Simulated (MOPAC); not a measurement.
# C2H7Al (SMILES [CH3][AlH][CH3]) at 5 levels

We compute a comparison of 5 runs (AM1, MNDO, PM3, PM6, PM7) of C2H7Al. 

The calculation is run with MOPAC 23.2.5.

6 further runs of the same task are left out: 2 that didn't finish, 4 set aside as unsound or not needed.

### Step 1. The structure to begin with

C2H7Al has 10 atoms, charge 0, and is taken as a singlet. As SMILES, `[CH3][AlH][CH3]`. The coordinates come from a PBE0-D4/def2-TZVP relaxation.

Bond lengths: C1–Al2 1.954 Å, Al2–C3 1.954 Å, C1–H4 1.095 Å, C1–H5 1.092 Å, C1–H6 1.096 Å, Al2–H7 1.595 Å, C3–H8 1.093 Å, C3–H9 1.095 Å, C3–H10 1.096 Å. Some angles: C1–Al2–C3 121.2°, C1–Al2–H7 120.2°, C3–Al2–H7 118.5°, Al2–C1–H4 111.1°, Al2–C1–H5 113.4°, Al2–C1–H6 110.4°, Al2–C3–H8 113.4°, Al2–C3–H9 111.0°, Al2–C3–H10 110.5°, H4–C1–H5 108.0°.

### Step 2. Energy and forces at AM1 (run 1)

Input file calc.mop:

```
AM1 DISP GRADIENTS BONDS 1SCF AUX(PRECISION=6) THREADS=1
gradient of C2H7Al

C -1.219100 1 0.923600 1 -0.783300 1
Al 0.496800 1 0.021800 1 -0.536400 1
C 0.903900 1 -0.949000 1 1.109700 1
H -2.054000 1 0.233200 1 -0.621200 1
H -1.337000 1 1.368500 1 -1.773800 1
H -1.340300 1 1.723700 1 -0.043600 1
H 1.605700 1 0.078800 1 -1.681200 1
H 0.069000 1 -0.980000 1 1.814000 1
H 1.201900 1 -1.980900 1 0.894300 1
H 1.756300 1 -0.490900 1 1.624500 1
```

Started as:

```sh
$ mopac calc.mop
```

calc.out:

```text
MOPAC v23.2.5
AM1 CALCULATION RESULTS
[...]
           Empirical Formula: C2 H7 Al  =    10 atoms
      MOLECULAR POINT GROUP   :   Cs
[...]
     SCF FIELD WAS ACHIEVED
[...]
                              SUM =          3.71412 KCAL/MOL = FINAL HEAT OF FORMATION
          TOTAL ENERGY            =       -401.74982 EV
          ELECTRONIC ENERGY       =      -1178.63251 EV
          CORE-CORE REPULSION     =        776.88268 EV
          COSMO AREA              =        111.99 SQUARE ANGSTROMS
          COSMO VOLUME            =         98.93 CUBIC ANGSTROMS
          GRADIENT NORM           =         99.97226          =       31.61401 PER ATOM
          IONIZATION POTENTIAL    =         10.430257 EV
          HOMO LUMO ENERGIES (EV) =        -10.430 -0.770
          NO. OF FILLED LEVELS    =          9
          MOLECULAR WEIGHT        =         58.0588         POINT GROUP:  Cs
[...]
                             CARTESIAN COORDINATES
   1    C       -1.219100000     0.923600000    -0.783300000
   2   Al        0.496800000     0.021800000    -0.536400000
   3    C        0.903900000    -0.949000000     1.109700000
   4    H       -2.054000000     0.233200000    -0.621200000
   5    H       -1.337000000     1.368500000    -1.773800000
   6    H       -1.340300000     1.723700000    -0.043600000
   7    H        1.605700000     0.078800000    -1.681200000
   8    H        0.069000000    -0.980000000     1.814000000
   9    H        1.201900000    -1.980900000     0.894300000
  10    H        1.756300000    -0.490900000     1.624500000
           Empirical Formula: C2 H7 Al  =    10 atoms
[...]
              NET ATOMIC CHARGES AND DIPOLE CONTRIBUTIONS
  ATOM NO.   TYPE          CHARGE      No. of ELECS.   s-Pop       p-Pop
    1          C          -0.363635        4.3636     1.24620     3.11743
    2         Al           0.361006        2.6390     1.08774     1.55125
    3          C          -0.365456        4.3655     1.24650     3.11895
    4          H           0.074755        0.9252     0.92525
    5          H           0.072706        0.9273     0.92729
    6          H           0.075351        0.9246     0.92465
    7          H          -0.076817        1.0768     1.07682
    8          H           0.070273        0.9297     0.92973
    9          H           0.075819        0.9242     0.92418
   10          H           0.075998        0.9240     0.92400
 DIPOLE           X         Y         Z       TOTAL
 POINT-CHG.     0.224     0.016    -0.217     0.312
 HYBRID        -0.432    -0.034     0.513     0.671
 SUM           -0.208    -0.019     0.296     0.362
[...]
 * JOB ENDED NORMALLY *
[...]
```

It took 0.04 s on 1 thread of Intel Xeon Platinum 8259CL at 2.50GHz (Skylake/Cascade Lake), shared host.

### Step 3. Energy and forces at MNDO (run 2)

Input file c2h7al.mop:

```
MNDO 1SCF BONDS DISP GRADIENTS AUX(PRECISION=6) THREADS=1
C2H7Al

C -1.219100 1 0.923600 1 -0.783300 1
Al 0.496800 1 0.021800 1 -0.536400 1
C 0.903900 1 -0.949000 1 1.109700 1
H -2.054000 1 0.233200 1 -0.621200 1
H -1.337000 1 1.368500 1 -1.773800 1
H -1.340300 1 1.723700 1 -0.043600 1
H 1.605700 1 0.078800 1 -1.681200 1
H 0.069000 1 -0.980000 1 1.814000 1
H 1.201900 1 -1.980900 1 0.894300 1
H 1.756300 1 -0.490900 1 1.624500 1
```

Started as:

```sh
$ mopac c2h7al.mop
```

c2h7al.out:

```text
MOPAC v23.2.5
MNDO CALCULATION RESULTS
[...]
           Empirical Formula: C2 H7 Al  =    10 atoms
      MOLECULAR POINT GROUP   :   Cs
[...]
     SCF FIELD WAS ACHIEVED
[...]
                              SUM =         -5.76835 KCAL/MOL = FINAL HEAT OF FORMATION
          TOTAL ENERGY            =       -403.16285 EV
          ELECTRONIC ENERGY       =      -1183.37037 EV
          CORE-CORE REPULSION     =        780.20753 EV
          COSMO AREA              =        111.99 SQUARE ANGSTROMS
          COSMO VOLUME            =         98.93 CUBIC ANGSTROMS
          GRADIENT NORM           =         95.04120          =       30.05466 PER ATOM
          IONIZATION POTENTIAL    =         10.564350 EV
          HOMO LUMO ENERGIES (EV) =        -10.564 -0.161
          NO. OF FILLED LEVELS    =          9
          MOLECULAR WEIGHT        =         58.0588         POINT GROUP:  Cs
[...]
                             CARTESIAN COORDINATES
   1    C       -1.219100000     0.923600000    -0.783300000
   2   Al        0.496800000     0.021800000    -0.536400000
   3    C        0.903900000    -0.949000000     1.109700000
   4    H       -2.054000000     0.233200000    -0.621200000
   5    H       -1.337000000     1.368500000    -1.773800000
   6    H       -1.340300000     1.723700000    -0.043600000
   7    H        1.605700000     0.078800000    -1.681200000
   8    H        0.069000000    -0.980000000     1.814000000
   9    H        1.201900000    -1.980900000     0.894300000
  10    H        1.756300000    -0.490900000     1.624500000
           Empirical Formula: C2 H7 Al  =    10 atoms
[...]
              NET ATOMIC CHARGES AND DIPOLE CONTRIBUTIONS
  ATOM NO.   TYPE          CHARGE      No. of ELECS.   s-Pop       p-Pop
    1          C          -0.157029        4.1570     1.25744     2.89959
    2         Al           0.626984        2.3730     1.04475     1.32827
    3          C          -0.158677        4.1587     1.25768     2.90100
    4          H          -0.013659        1.0137     1.01366
    5          H          -0.011298        1.0113     1.01130
    6          H          -0.013883        1.0139     1.01388
    7          H          -0.233222        1.2332     1.23322
    8          H          -0.014004        1.0140     1.01400
    9          H          -0.012390        1.0124     1.01239
   10          H          -0.012821        1.0128     1.01282
 DIPOLE           X         Y         Z       TOTAL
 POINT-CHG.     0.040     0.014    -0.122     0.130
 HYBRID        -0.269    -0.025     0.341     0.435
 SUM           -0.229    -0.011     0.219     0.316
[...]
 * JOB ENDED NORMALLY *
[...]
```

It took 0.04 s on 1 thread of Intel Xeon Platinum 8259CL at 2.50GHz (Skylake/Cascade Lake), shared host.

Runs 3 to 4 aren't shown in full; the table further down has their settings and results.

### Step 4. Energy and forces at PM7 (run 5)

Input file job.mop:

```
PM7 1SCF DISP GRADIENTS BONDS AUX(PRECISION=9) THREADS=1
C2H7Al, PM7

C -1.219100 1 0.923600 1 -0.783300 1
Al 0.496800 1 0.021800 1 -0.536400 1
C 0.903900 1 -0.949000 1 1.109700 1
H -2.054000 1 0.233200 1 -0.621200 1
H -1.337000 1 1.368500 1 -1.773800 1
H -1.340300 1 1.723700 1 -0.043600 1
H 1.605700 1 0.078800 1 -1.681200 1
H 0.069000 1 -0.980000 1 1.814000 1
H 1.201900 1 -1.980900 1 0.894300 1
H 1.756300 1 -0.490900 1 1.624500 1
```

Started as:

```sh
$ mopac job.mop
```

job.out:

```text
MOPAC v23.2.5
PM7 CALCULATION RESULTS
[...]
           Empirical Formula: C2 H7 Al  =    10 atoms
      MOLECULAR POINT GROUP   :   Cs
[...]
     SCF FIELD WAS ACHIEVED
[...]
                              SUM =         22.46761 KCAL/MOL = FINAL HEAT OF FORMATION
          TOTAL ENERGY            =       -404.08965 EV
          ELECTRONIC ENERGY       =      -1225.47410 EV
          CORE-CORE REPULSION     =        821.38445 EV
          COSMO AREA              =        111.99 SQUARE ANGSTROMS
          COSMO VOLUME            =         98.93 CUBIC ANGSTROMS
          GRADIENT NORM           =        156.36073          =       49.44560 PER ATOM
          IONIZATION POTENTIAL    =         10.671142 EV
          HOMO LUMO ENERGIES (EV) =        -10.671  0.315
          NO. OF FILLED LEVELS    =          9
          MOLECULAR WEIGHT        =         58.0588         POINT GROUP:  Cs
[...]
                             CARTESIAN COORDINATES
   1    C       -1.219100000     0.923600000    -0.783300000
   2   Al        0.496800000     0.021800000    -0.536400000
   3    C        0.903900000    -0.949000000     1.109700000
   4    H       -2.054000000     0.233200000    -0.621200000
   5    H       -1.337000000     1.368500000    -1.773800000
   6    H       -1.340300000     1.723700000    -0.043600000
   7    H        1.605700000     0.078800000    -1.681200000
   8    H        0.069000000    -0.980000000     1.814000000
   9    H        1.201900000    -1.980900000     0.894300000
  10    H        1.756300000    -0.490900000     1.624500000
           Empirical Formula: C2 H7 Al  =    10 atoms
[...]
              NET ATOMIC CHARGES AND DIPOLE CONTRIBUTIONS
  ATOM NO.   TYPE          CHARGE      No. of ELECS.   s-Pop       p-Pop       d-Pop
    1          C          -0.825802        4.8258     1.04750     3.77830
    2         Al           0.692750        2.3073     0.26827     1.23749     0.80149
    3          C          -0.825030        4.8250     1.04727     3.77776
    4          H           0.194757        0.8052     0.80524
    5          H           0.193168        0.8068     0.80683
    6          H           0.194856        0.8051     0.80514
    7          H          -0.208906        1.2089     1.20891
    8          H           0.193653        0.8063     0.80635
    9          H           0.195316        0.8047     0.80468
   10          H           0.195238        0.8048     0.80476
 DIPOLE           X         Y         Z       TOTAL
 POINT-CHG.    -0.282    -0.038     0.394     0.486
 HYBRID        -0.917    -0.039     0.934     1.309
 SUM           -1.199    -0.077     1.327     1.790
[...]
 * JOB ENDED NORMALLY *
[...]
```

Run time: 0.04 s. Hardware: 1 thread of Intel Xeon Platinum 8259CL at 2.50GHz (Skylake/Cascade Lake), shared host.

### Step 5. All runs side by side

```tsv
run	level	heat of formation (kcal/mol)	dipole moment (D)	HOMO energy (eV)	LUMO energy (eV)	wall time
1	AM1	3.71	0.36	-10.43	-0.77	0.04 s
2	MNDO	-5.77	0.32	-10.56	-0.16	0.04 s
3	PM3	26.49	0.43	-10.43	-1.72	0.04 s
4	PM6	14.53	0.23	-10.69	1.64	0.04 s
5	PM7	22.47	1.79	-10.67	0.32	0.04 s
```

### Step 6. Summary of results

```
                                        quantity          value
                             run 5: total energy   -14.85002 Eh
                            run 5: dipole moment         1.79 D
                              run 5: HOMO energy      -10.67 eV
                              run 5: LUMO energy        0.32 eV
                            run 5: HOMO–LUMO gap       10.99 eV
                        run 5: dispersion energy   -1.34 kJ/mol
run 5: heat of formation at this unrelaxed shape  22.5 kcal/mol
                 run 5: largest force on an atom     4.324 eV/Å
```

In words: The dipole moment (its size) runs from 0.23 D (PM6) to 1.79 D (PM7). The HOMO–LUMO gap runs from 8.71 eV (PM3) to 12.32 eV (PM6). Force-field and semi-empirical energies have zeros of their own, so their totals don't compare. All runs together took 0.2 s, the longest 0.04 s.
